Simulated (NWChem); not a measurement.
The numbers come from NWChem runs, not from measurements. System: N (+1), charge 1, spin multiplicity 3. Its SCF solution wasn't tested for a lower state. Level: UMP2/def2-TZVP, 1 core orbitals frozen.

Job file:

```
start mol
memory heap 200 mb stack 900 mb global 1100 mb
charge 1
geometry units angstroms nocenter noautoz
  N      0.000000     0.000000     0.000000
  symmetry group D2h
end
basis spherical
  * library def2-tzvp
end
scf
  uhf
  nopen 2
  maxiter 100
  thresh 1e-7
  semidirect memsize 60000000 filesize 0
  # guess.movecs holds the orbitals of an unrestricted PBE0 run
  vectors input guess.movecs output mol.movecs
end
mp2
  freeze core 1
end
task mp2 energy
```

NWChem printed:

```
             Northwest Computational Chemistry Package (NWChem) 7.3.0
             --------------------------------------------------------

                                NWChem Input Module
                                -------------------

 Scaling coordinates for geometry "geometry" by  1.889725989
 (inverse scale =  0.529177249)

                             Geometry "geometry" -> ""
                             -------------------------

 Output coordinates in angstroms (scale by  1.889725989 to convert to a.u.)

  No.       Tag          Charge          X              Y              Z
 ---- ---------------- ---------- -------------- -------------- --------------
    1 N                    7.0000     0.00000000     0.00000000     0.00000000

 Effective nuclear repulsion energy (a.u.)       0.0000000000

            Nuclear Dipole moment (a.u.)
            ----------------------------
        X                 Y               Z
 ---------------- ---------------- ----------------
     0.0000000000     0.0000000000     0.0000000000

      Symmetry information
      --------------------

 Group name             D2h
 Group number             26
 Group order               8
 No. of unique centers     1

      Symmetry unique atoms

     1


 Summary of "ao basis" -> "" (spherical)
 ------------------------------------------------------------------------------
       Tag                 Description            Shells   Functions and Types
 ---------------- ------------------------------  ------  ---------------------
 *                         def2-tzvp                  on all atoms

 Summary of "ao basis" -> "ao basis" (spherical)
 ------------------------------------------------------------------------------
       Tag                 Description            Shells   Functions and Types
 ---------------- ------------------------------  ------  ---------------------
 N                         def2-tzvp                11       31   5s3p2d1f

                                 NWChem SCF Module
                                 -----------------

  ao basis        = "ao basis"
  functions       =    31
  atoms           =     1
  alpha electrons =     4
  beta  electrons =     2
  charge          =   1.00
  wavefunction    = UHF
  use symmetry    = T
  symmetry adapt  = T

 Summary of "ao basis" -> "ao basis" (spherical)
 ------------------------------------------------------------------------------
       Tag                 Description            Shells   Functions and Types
 ---------------- ------------------------------  ------  ---------------------
 N                         def2-tzvp                11       31   5s3p2d1f

      Symmetry analysis of basis
      --------------------------

        ag          9
        au          1
        b1g         2
        b1u         5
        b2g         2
        b2u         5
        b3g         2
        b3u         5

 Forming initial guess at       0.0s

   Symmetry analysis of molecular orbitals - initial alpha
   -------------------------------------------------------

  Numbering of irreducible representations:

     1 ag          2 au          3 b1g         4 b1u         5 b2g
     6 b2u         7 b3g         8 b3u

  Orbital symmetries:

     1 ag          2 ag          3 b1u         4 b3u         5 b2u
     6 ag          7 b1u         8 b3u         9 b2u        10 ag
    11 b2g        12 b1g        13 b3g        14 ag

   Symmetry analysis of molecular orbitals - initial beta
   ------------------------------------------------------
[...]
  Mulliken analysis of the total density
  --------------------------------------

    Atom       Charge   Shell Charges
 -----------   ------   -------------------------------------------------------
    1 N    7     6.00   0.83  1.15  0.78  1.07  0.17  0.99  0.87  0.14  0.00  0.00  0.00

  Mulliken analysis of the alpha density
  --------------------------------------

    Atom       Charge   Shell Charges
 -----------   ------   -------------------------------------------------------
    1 N    7     4.00   0.41  0.57  0.42  0.53  0.06  0.99  0.87  0.14  0.00  0.00  0.00

   Mulliken analysis of the beta density
   -------------------------------------

    Atom       Charge   Shell Charges
 -----------   ------   -------------------------------------------------------
    1 N    7     2.00   0.41  0.57  0.36  0.54  0.11  0.00  0.00  0.00  0.00  0.00  0.00

   Mulliken analysis of the spin density
   -------------------------------------

    Atom       Charge   Shell Charges
 -----------   ------   -------------------------------------------------------
    1 N    7     2.00  -0.00 -0.00  0.06 -0.01 -0.06  0.99  0.87  0.14  0.00  0.00  0.00

       Multipole analysis of the density wrt the origin
       ------------------------------------------------

     L   x y z        total         alpha         beta         nuclear
     -   - - -        -----         -----         ----         -------
     0   0 0 0      1.000000     -4.000000     -2.000000      7.000000

     1   1 0 0     -0.000000     -0.000000      0.000000      0.000000
     1   0 1 0      0.000000      0.000000      0.000000      0.000000
     1   0 0 1     -0.000000     -0.000000     -0.000000      0.000000

     2   2 0 0     -2.843331     -2.177780     -0.665551      0.000000
     2   1 1 0      0.000000      0.000000      0.000000      0.000000
     2   1 0 1      0.000000      0.000000      0.000000      0.000000
     2   0 2 0     -2.073676     -1.348553     -0.725123      0.000000
     2   0 1 1     -0.000000     -0.000000     -0.000000      0.000000
     2   0 0 2     -2.843331     -2.177780     -0.665551      0.000000

                   NWChem MP2 Semi-direct Energy/Gradient Module
                   ---------------------------------------------

  Basis functions       =     31
  Molecular orbitals    =     31
  Frozen core           =      1
  Frozen virtuals       =      0
  Active alpha occupied =      3
  Active beta occupied  =      1
  Active alpha virtual  =     27
  Active beta virtual   =     29
  Use MO symmetry       = T
  Use skeleton AO sym   = T

  AO/Fock/Back tols     =   1.0D-09  1.0D-09  1.0D-09

 GA uses MA = F    GA memory limited = T

 Available:
  local mem=  1.26D+08
 global mem=  1.44D+08
 local disk=  0.00D+00
  mp2_memr nvloc                    27
  nvloc new                    27
   1 passes of   3:        3145728                       6008                    138292.
   1 passes of   3: M    126154738           G      144177278           F     123009010.

 Semi-direct pass number   1 of   1  for UHF alpha       at        0.1s
  vrange nnbf                   496
  mp2_eaftype                    10  avail_ma_in_mb                  1099
 EAF : mp2_eaftype filesize          10      69146.
  mp2_eaf for mointskh                     10
Node 0 wrote      0.3 Mb in      0.0 s     Agg I/O rate:  3539.7 Mb/s
 Done moints_semi at        0.1s
  mp2_eaftype                    10  avail_ma_in_mb                  1089
 EAF : mp2_eaftype filesize          10      69146.
  mp2_eaf for kh                    10
 Done maket at        0.1s
 Done multipass loop at        0.1s

 GA uses MA = F    GA memory limited = T

 Available:
  local mem=  1.26D+08
 global mem=  1.44D+08
 local disk=  0.00D+00
  mp2_memr nvloc                    29
  nvloc new                    29
   1 passes of   1:        3145728                       3409                     50599.
   1 passes of   1: M    126154738           G      144177278           F     123009010.

 Semi-direct pass number   1 of   1  for UHF beta        at        0.2s
  vrange nnbf                   496
  mp2_eaftype                    10  avail_ma_in_mb                  1099
 EAF : mp2_eaftype filesize          10      25299.
  mp2_eaf for mointskh                     10
Node 0 wrote      0.1 Mb in      0.0 s     Agg I/O rate:  2737.9 Mb/s
 Done moints_semi at        0.2s
  mp2_eaftype                    10  avail_ma_in_mb                  1089
 EAF : mp2_eaftype filesize          10      25299.
  mp2_eaf for kh                    10
 Done maket at        0.2s
 Done multipass loop at        0.2s

          -------------------------------------------
          SCF energy                 -53.891998575322
          Correlation energy          -0.070402312105
          Singlet pairs                0.000000000000
          Triplet pairs                0.000000000000
          Total MP2 energy           -53.962400887427
          -------------------------------------------

          ---------------------------------------------------
                    Spin Component Scaled (SCS) MP2
          Same spin pairs                     -0.012530908744
          Same spin scaling factor             0.333333333333
          Opposite spin pairs                 -0.057871403361
          Opposite spin scaling fact.          1.200000000000
          SCS-MP2 correlation energy          -0.073622653615
          Total SCS-MP2 energy               -53.965621228936
          ---------------------------------------------------

 -----------------------
 Performance information
 -----------------------

 Timer overhead =  1.40D-07 seconds/call

               Nr. of calls         CPU time (s)                 Wall time (s)                GFlops
             ---------------    -------------------     ------------------------------   -------------------
Name         Min   Avg   Max    Min     Avg     Max     Min     Avg     Max   Mx/calls   Min     Max     Sum
mp2: moin     2     2     2   9.07E-2 9.07E-2 9.07E-2  9.07E-2 9.07E-2 9.07E-2 4.54E-2   0.0     0.0     0.0
mp2: make     2     2     2   1.49E-3 1.49E-3 1.49E-3  1.49E-3 1.49E-3 1.49E-3 7.44E-4   0.0     0.0     0.0
mp2: tota     1     1     1   0.12    0.12    0.12     0.12    0.12    0.12    0.12      0.0     0.0     0.0

 The average no. of pstat calls per process was 5.00D+00
 with a timing overhead of 7.01D-07s

 Task  times  cpu:        0.2s     wall:        0.2s

 Total times  cpu:        0.2s     wall:        0.2s
```
